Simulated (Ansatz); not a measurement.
Isolated molecules relaxed with PBE0-D4/def2-TZVP in Ansatz; ΔE leaves out vibrations. CCSD(T)/CBS is the MP2 limit (def2-TZVPP, def2-QZVPP) plus CCSD(T) − MP2 in def2-TZVPP, frozen cores. This one scheme is used for every species. Functionals use def2-TZVPP.

`C=CC#N` + CH₄ → `CC#N` + `C=C`  (formal exchange of groups at a C–C bond)

| level | ΔE (eV) |
| --- | --- |
| r2SCANh | 0.16 |
| r2SCAN0 | 0.14 |

**Question.** What does CCSD(T)/CBS give? (Estimate.)

**Answer.** Ansatz gave: +0.12 eV. The listed levels differ from it by 0.04, 0.02 eV.

Largest T1 diagnostic among the species: 0.014.

From PBE to PBE0 (25 % exact exchange), in def2-TZVPP and without D4, ΔE moves by −0.04 eV. Leaving LDA and LC-ωPBE aside and taking each functional with its dispersion term where it has one, the values, not all of them listed here, spread over 0.10 eV, from ωB97X-V to BLYP-D4.
